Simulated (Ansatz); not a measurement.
Cu (fcc, Cu type): values from a third-order Birch-Murnaghan fit to a volume scan beside measured ones. Computed values: PBEsol (plane waves to 420 eV, PAW, scalar-relativistic; Ansatz, a quantum-chemistry and plane-wave program). Cu is run without spin polarisation. Cu was relaxed with its symmetry unable to fall.

```json
[
 {"quantity": "Lattice constant a (Å)", "reference": "3.595", "kind": "measured, corrected to the static lattice", "PBEsol": "3.563", "difference": "-0.9 %"},
 {"quantity": "Bulk modulus B₀ (GPa)", "reference": "144.3", "kind": "measured, corrected to the static lattice", "PBEsol": "168", "difference": "+16.6 %"}
]
```

PBEsol underestimates the lattice constant a by 0.9 %. PBEsol overestimates the bulk modulus B₀ by 16.6 %.

References as given in: Gábor I. Csonka, John P. Perdew, Adrienn Ruzsinszky et al., Physical Review B (2009), arXiv:0903.4037; Daniel Mejia-Rodriguez, S. B. Trickey, Physical Review B (2018), arXiv:1807.09216.

(Under strain, the slope of the energy per volume gives the stress and its curvature an elastic modulus.)
